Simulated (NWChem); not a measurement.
# One shape, several levels: BNH4 (SMILES BN)

Aim: a comparison of 3 runs (CAM-B3LYP/def2-TZVPP, M06-L/def2-TZVPP, revPBE/def2-TZVPP) of BNH4. 

The results are computed with NWChem 7.3.0.

## Step 1: Starting point

The species is BNH4 (6 atoms), meant as a singlet with charge 0. SMILES: `BN`. One bond was lengthened or shortened from a relaxed shape.

Bond lengths: B1–N2 1.593 Å, B1–H3 1.197 Å, B1–H4 1.197 Å, N2–H5 1.006 Å, N2–H6 1.006 Å. Angles: B1–N2–H5 123.2°, B1–N2–H6 123.2°, N2–B1–H3 119.0°, N2–B1–H4 119.0°, H5–N2–H6 113.5°, H3–B1–H4 122.0°.

## Step 2: A single-point energy at CAM-B3LYP/def2-TZVPP (run 1)

bh4n.nw

```
start bh4n
title "BH4N energy"
memory 2200 mb

geometry noautosym nocenter noautoz
B     -0.169352    -0.883187    -0.031061
N      0.146100     0.677400     0.010800
H      0.184648    -1.571587     0.882039
H     -0.753152    -1.332287    -0.974661
H     -0.121600     1.313700    -0.720800
H      0.632000     1.121400     0.771300
end

basis spherical bse
* library def2-TZVPP
end

dft
xc xcamb88 1.00 lyp 0.81 vwn_5 0.19 hfexch 1.00
cam 0.33 cam_alpha 0.19 cam_beta 0.46
grid fine
convergence energy 1e-08
direct
maxiter 100
mulliken
print medium
end

task dft energy
```

Started as:

```sh
$ nwchem bh4n.nw > bh4n.out
```

The program printed:

```text
[...]
          Wavefunction type:  closed shell.
          No. of atoms     :     6
          No. of electrons :    16
[...]
          Charge           :     0
          Spin multiplicity:     1
[...]
          AO basis - number of functions:   118
[...]
              XC Information
              --------------
                     Hartree-Fock (Exact) Exchange  1.000
                   CAM-Becke88 Exchange Functional  1.000
                      VWN V Correlation Functional  0.190 local
              Lee-Yang-Parr Correlation Functional  0.810
[...]
 d= 0,ls=0.0,diis     1    -81.9671697407 -1.12D+02  3.64D-03  3.45D-01     7.9
[...]
 d= 0,ls=0.0,diis     8    -82.0046550207 -3.78D-10  3.84D-07  1.73D-08    65.2
         Total DFT energy =      -82.004655020713
      One electron energy =     -169.096171276555
           Coulomb energy =       69.384498074973
    Exchange-Corr. energy =      -12.350873289668
 Nuclear repulsion energy =       30.057891470538
[...]
      Total Density - Mulliken Population Analysis
     ---------------------------------------------
    Atom       Charge   Shell Charges
 -----------   ------   -------------------------------------------------------
    1 B    5     4.99   0.91  1.06  0.53  0.50  0.06  0.93  0.74  0.15  0.04  0.06  0.01
    2 N    7     7.41   0.82  1.15  0.55  0.73  0.22  1.58  1.53  0.82  0.00  0.01  0.00
    3 H    1     0.96   0.27  0.46  0.23  0.00  0.00  0.00
    4 H    1     0.96   0.27  0.46  0.23  0.00  0.00  0.00
    5 H    1     0.84   0.27  0.43  0.07  0.02  0.05  0.00
    6 H    1     0.84   0.27  0.43  0.07  0.02  0.05  0.00
[...]
```

Wall time 66 s (1 thread of Intel Xeon Platinum 8488C (Sapphire Rapids), shared host); peak memory 0.11 GiB.

## Step 3: A single-point energy at M06-L/def2-TZVPP (run 2)

mol.nw

```
start mol
title "BH4N"
memory stack 880 mb heap 220 mb global 1100 mb
charge 0

geometry units bohr noautosym nocenter noautoz
 B  -0.32002890 -1.66898155 -0.05869678
 N   0.27608899  1.28010048  0.02040904
 H   0.34893415 -2.96986901  1.66681214
 H  -1.42325101 -2.51765755 -1.84184235
 H  -0.22979070  2.48253321 -1.36211459
 H   1.19430691  2.11913888  1.45754576
end

basis spherical bse
 * library def2-TZVPP
end

dft
 xc m06-l
 mult 1
 grid fine
 convergence energy 1e-08
 iterations 100
 mulliken
end

task dft energy
```

Started as:

```sh
$ nwchem mol.nw > mol.out
```

The program printed:

```text
[...]
          Wavefunction type:  closed shell.
          No. of atoms     :     6
          No. of electrons :    16
[...]
          Charge           :     0
          Spin multiplicity:     1
[...]
          AO basis - number of functions:   118
[...]
              XC Information
              --------------
                        M06-L Method XC Functional
                         M06-L Exchange Functional  1.000
                       M06-L Correlation Potential  1.000
[...]
 d= 0,ls=0.0,diis     1    -82.0047161446 -1.12D+02  5.11D-03  2.81D-01     2.4
[...]
 d= 0,ls=0.0,diis    13    -82.0373941670 -1.85D-09  1.80D-07  1.84D-10    27.8
         Total DFT energy =      -82.037394167039
      One electron energy =     -169.098195117764
           Coulomb energy =       69.408621866060
    Exchange-Corr. energy =      -12.405710203472
 Nuclear repulsion energy =       30.057889288138
[...]
      Total Density - Mulliken Population Analysis
     ---------------------------------------------
    Atom       Charge   Shell Charges
 -----------   ------   -------------------------------------------------------
    1 B    5     5.08   0.91  1.06  0.51  0.59  0.00  0.91  0.87  0.11  0.03  0.08  0.01
    2 N    7     7.40   0.82  1.15  0.56  0.75  0.24  1.53  1.56  0.78  0.00  0.01  0.00
    3 H    1     0.88   0.28  0.42  0.18  0.00  0.00  0.00
    4 H    1     0.88   0.28  0.42  0.18  0.00  0.00  0.00
    5 H    1     0.88   0.27  0.49  0.04  0.02  0.05  0.01
    6 H    1     0.88   0.27  0.49  0.04  0.02  0.05  0.01
[...]
```

Run time: 29 s. Hardware: 1 thread of Intel Xeon Platinum 8488C (Sapphire Rapids), shared host; peak memory 0.12 GiB.

## Step 4: A single-point energy at revPBE/def2-TZVPP (run 3)

run.py

```python
from ase import Atoms
from ase.calculators.nwchem import NWChem

atoms = Atoms('BNHHHH', positions=[
    [-0.169352, -0.883187, -0.031061],
    [0.146100, 0.677400, 0.010800],
    [0.184648, -1.571587, 0.882039],
    [-0.753152, -1.332287, -0.974661],
    [-0.121600, 1.313700, -0.720800],
    [0.632000, 1.121400, 0.771300],
])

calc = NWChem(
    label='bh4n',
    theory='dft',
    memory='2200 mb',
    basis='def2-TZVPP',
    basispar='spherical bse',
    dft={'xc': 'revpbe cpbe96', 'mult': '1', 'grid': 'fine', 'convergence': 'energy 1e-08', 'iterations': '100', 'mulliken': None},
    task='energy',
)
atoms.calc = calc

print("Total energy (eV):", round(atoms.get_potential_energy(), 6))
print("dipole (e A):", atoms.get_dipole_moment().round(4))
```

Started as:

```sh
$ export ASE_NWCHEM_COMMAND="nwchem PREFIX.nwi > PREFIX.nwo"
$ python run.py
```

The program printed:

```text
Total energy (eV): -2232.010083
dipole (e A): [0.06   0.2969 0.0079]
```

The calculator wrote bh4n.nwi:

```
title "bh4n"

permanent_dir bh4n

scratch_dir bh4n

start bh4n

geometry units angstrom nocenter noautosym noautoz
  B  -1.6935200000000000e-01 -8.8318700000000006e-01 -3.1060999999999998e-02
  N  1.4610000000000001e-01 6.7740000000000000e-01 1.0800000000000001e-02
  H  1.8464800000000001e-01 -1.5715870000000001e+00 8.8203900000000002e-01
  H  -7.5315200000000004e-01 -1.3322870000000000e+00 -9.7466100000000000e-01
  H  -1.2160000000000000e-01 1.3137000000000001e+00 -7.2080000000000000e-01
  H  6.3200000000000001e-01 1.1214000000000000e+00 7.7129999999999999e-01
end

memory 2200 mb

basis spherical bse noprint
   * library def2-TZVPP
end

dft
  xc revpbe cpbe96
  mult 1
  grid fine
  convergence energy 1e-08
  iterations 100
  mulliken
end

task dft energy
```

bh4n.nwo:

```text
Northwest Computational Chemistry Package (NWChem) 7.3.0
             --------------------------------------------------------

           Job information
           ---------------

    nwchem branch   = 7.3.0
    use scalapack   = T
    input           = bh4n.nwi
    prefix          = bh4n.
    data base       = bh4n/bh4n.db
    status          = startup
    nproc           =        1

           Memory information
           ------------------

[... 5 lines left out ...]
    hardfail = no
[... 120 lines left out ...]
          Convergence on energy requested:  1.00D-08
[... 23 lines left out ...]
          Convergence Information
[... 30 lines left out ...]
 1-e energy   =    -167.019186
[... 43 lines left out ...]
      One electron energy =     -169.068842189601
[... 8 lines left out ...]
                       DFT Final Molecular Orbital Analysis
[... 870 lines left out ...]
     Multipole analysis of the density
     ---------------------------------

     L   x y z        total         alpha         beta         nuclear
     -   - - -        -----         -----         ----         -------
     0   0 0 0     -0.000000     -8.000000     -8.000000     16.000000

     1   1 0 0      0.113293     -0.054693     -0.054693      0.222678
[... 8 lines of this table left out ...]
     2   0 0 2    -10.261193    -10.215888    -10.215888     10.170583

 Task  times  cpu:       18.7s     wall:       18.7s
 Total times  cpu:       18.8s     wall:       18.8s
```

It took 20 s on 1 thread of Intel Xeon Platinum 8488C (Sapphire Rapids), shared host; peak memory 0.12 GiB.

## Step 5: Overview of the runs

| run | level | energy (Eh) | dipole moment (D) | HOMO energy (eV) | LUMO energy (eV) | wall time |
| --- | --- | --- | --- | --- | --- | --- |
| 1 | CAM-B3LYP/def2-TZVPP | -82.004655 | 1.20 | -9.29 | 0.51 | 66 s |
| 2 | M06-L/def2-TZVPP | -82.037394 | 1.36 | -6.72 | -1.12 | 29 s |
| 3 | revPBE/def2-TZVPP | -82.024858 | 1.46 | -6.51 | -1.45 | 20 s |

## Step 6: Results

| quantity | value |
| --- | --- |
| run 3: total energy | -82.02486 Eh |
| run 3: dipole moment | 1.46 D |
| run 3: HOMO energy | -6.51 eV |
| run 3: LUMO energy | -1.45 eV |
| run 3: HOMO–LUMO gap | 5.06 eV |

**Reading.** The dipole moment (its size) runs from 1.20 D (CAM-B3LYP/def2-TZVPP) to 1.46 D (revPBE/def2-TZVPP). The HOMO–LUMO gap runs from 5.06 eV (revPBE/def2-TZVPP) to 9.79 eV (CAM-B3LYP/def2-TZVPP). Totals of different functionals can't be ranked against each other. All runs together took 1.9 min, the longest 66 s.
